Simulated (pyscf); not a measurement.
Single points on ωB97X-D3(BJ)/def2-SVP structures (PySCF, gas phase).

Question: Estimate the classical barrier height and the reaction energy of `[OH][Nb]([Cl])([Cl])([Cl])[Cl]` + `[OH2]` -> `[OH][Nb]([OH])([Cl])([Cl])[Cl]` + `[ClH]` at M06-2X/def2-TZVP. The step runs on the singlet surface, breaks Cl–Nb, H–O and forms Nb–O, Cl–H; take the separated reactants as zero.

Answer: ΔE‡ = 5.0 kJ/mol, ΔE = -5.4 kJ/mol. ωB97M-D3(BJ)/def2-TZVP gives 7.7 kJ/mol and -10.7 kJ/mol. Zero-point energy shifts the barrier by -2.6 kJ/mol. It is a four-centre exchange, with an imaginary mode of 582i cm⁻¹. On the reactant side the descent ends in an adduct with a Nb–O contact, 84.2 kJ/mol under the separated species and 89.7 kJ/mol under the saddle at ωB97X-D3(BJ)/def2-TZVP. On the product side the descent ends in an adduct with a Cl–Nb contact, 17.1 kJ/mol under the separated species and 20.1 kJ/mol under the saddle at ωB97X-D3(BJ)/def2-TZVP. What is counted as formed (Nb–O) is already present as a longer contact in the reactant adduct; forming that adduct is a step of its own. What is counted as broken (Cl–Nb) persists as a longer contact in the product adduct; parting that adduct is a step of its own. This is the saddle that the search found; another between the same sides may lie lower. Elements past Kr carry the def2 core potentials, without spin-orbit coupling.
